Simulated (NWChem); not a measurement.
# NH2, doublet; SMILES [NH2]

```xyz
3

N      0.0000     0.0000     0.1667
H      0.8041     0.0000    -0.4718
H     -0.8041     0.0000    -0.4718
```
Atoms are numbered in this order, from 1.

Level: PBE0-D3(BJ)/def2-TZVP, spin-unrestricted (NWChem), optimised geometry, unscaled harmonic frequencies. In the optimisation the excess spin sits in b2 (C2v, its own frame).

| frequency (cm⁻¹) | IR intensity (km/mol) |
|---|---|
| 1530 | 26.9 |
| 3386 | 9.6 |
| 3482 | 1.6 |

```yaml
zero_point_energy: 12.0 kcal/mol
thermal correction to the enthalpy at 298.15 K (with zero-point energy): 14.4 kcal/mol
heat capacity Cv: 6.0 cal/(mol K)
"entropy at 298.15 K and 1 atm (symmetry number 2, electronic part: spin degeneracy alone)": 46.5 cal/(mol K)
dipole_moment: 1.95 D
```

Rigid rotor and harmonic oscillator.
